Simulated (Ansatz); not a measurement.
A nudged elastic band was laid between two geometries of BH$_{4}$OSi (7 atoms, charge 0, multiplicity 2).

The calculation used UKS PBE0/def2-SVP (Ansatz 0.2.0).

| Property | Result |
| --- | --- |
| movable images | 5 |
| climbing image | yes |
| spring | 5.0 eV/Å² |
| optimiser | quadratic models (default) |
| start path | through a guess of the saddle point |
| force threshold | 0.05 eV/Å |
| iteration limit | 53 |
| end points | relaxed |

Initial state:

```xyz
7
Properties=species:S:1:pos:R:3
B -1.541 -0.433 -0.641
Si 0.188 0.213 0.063
O 1.120 -1.069 0.591
H -2.562 -0.022 -1.127
H 0.893 0.975 -1.024
H -0.080 1.176 1.187
H 1.982 -0.839 0.952
```

Final state:

```xyz
7
Properties=species:S:1:pos:R:3
B -1.583 0.078 -0.716
Si 0.207 0.330 0.059
O 0.963 -1.086 0.534
H -2.494 -0.639 -1.024
H 1.032 1.051 -0.967
H 0.022 1.260 1.224
H 1.853 -0.993 0.890
```

Question: What changes between the two ends?

Answer: No bond is made or broken.

Question: Give the energies along the band, and the barrier.

Answer: The run converged. The highest image is number 4 of 0 to 6, 0.119 eV above the first end and 0.136 eV above the last; the last end lies 0.017 eV below the first. A vibrational analysis at the climbing image gives one clearly imaginary mode, 387i cm⁻¹: a first-order saddle point.

```json
{"image": "0", "path coordinate (Å)": "0.00", "energy (eV)": "0.000"}
{"image": "1", "path coordinate (Å)": "0.26", "energy (eV)": "0.008"}
{"image": "2", "path coordinate (Å)": "0.52", "energy (eV)": "0.044"}
{"image": "3", "path coordinate (Å)": "0.78", "energy (eV)": "0.092"}
{"image": "4", "path coordinate (Å)": "1.05", "energy (eV)": "0.119"}
{"image": "5", "path coordinate (Å)": "1.38", "energy (eV)": "0.012"}
{"image": "6", "path coordinate (Å)": "1.72", "energy (eV)": "-0.017"}
```

Question: What is the geometry of the highest image?

Answer: 
```xyz
7
Properties=species:S:1:pos:R:3
B -1.427 -0.231 -0.954
Si 0.226 0.373 0.002
O 0.910 -1.071 0.501
H -2.584 -0.480 -0.727
H 1.142 1.136 -0.908
H -0.041 1.286 1.167
H 1.774 -1.014 0.920
```

Question: What are the harmonic wavenumbers there?

Answer: 387i, 166, 200, 450, 629, 679, 695, 770, 846, 950, 991, 2168, 2201, 2688, 3929 cm⁻¹.

The run took 4.7 min on 1 thread of Arm Neoverse N1, with other jobs on the host, peak memory 0.16 GiB.
